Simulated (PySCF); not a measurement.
Cartesian coordinates in Å; atom numbers follow the order of the lines, from 1:
```xyz
7

C    -0.572    0.040   -0.002
N     0.853    0.107    0.275
H    -1.063   -0.469    0.827
H    -0.830   -0.485   -0.933
H    -0.961    1.056   -0.060
H     1.242   -0.828    0.345
H     1.335    0.584   -0.479
```

- shieldings: GIAO PBE0/pcSseg-1
- structure optimised with GFN2-xTB
- program: PySCF 2.14.0 with density-fitted response routines
- averaged over atoms made equivalent by symmetry, fast rotation or ring inversion, gas phase, one computed conformer, relativity neglected

δ = σ(ref) − σ, references computed at the same level: 13C (σ = 186.93 ppm) and 1H (σ = 31.72 ppm) vs TMS; NH3 for 15N (σ = 267.73 ppm).

```tsv
atoms	nucleus	count	δ (ppm)
H3/H4/H5	1H	3	?
N2	15N	1	20.8
C1	13C	1	33.3
H6/H7	1H	2	?
```

**Question.** Estimate the values marked ?.

**Answer.** 
- H3/H4/H5: 2.72 ppm, hydrogen on a methyl carbon bonded to N; its carbon carries N, an electronegative neighbour
- H6/H7: 0.14 ppm, hydrogen on an amine nitrogen; labile proton, position sensitive to the medium

The OH or NH signal is concentration- and solvent-dependent in practice; the value given is the gas-phase one. Shifts are as computed. Against solution values, carbons near 30 ppm lie about +3 ppm off and those near 130 ppm about +5 ppm. Of 1211 compounds with measured shifts, 218 miss one by over three times the rms of a fit or turn the order of signals round; such compounds aren't used in these exercises. Experimental scales use liquid or dissolved standards, which lie at an offset from isolated NH3 (liquid NH3: subtract about 20 ppm).
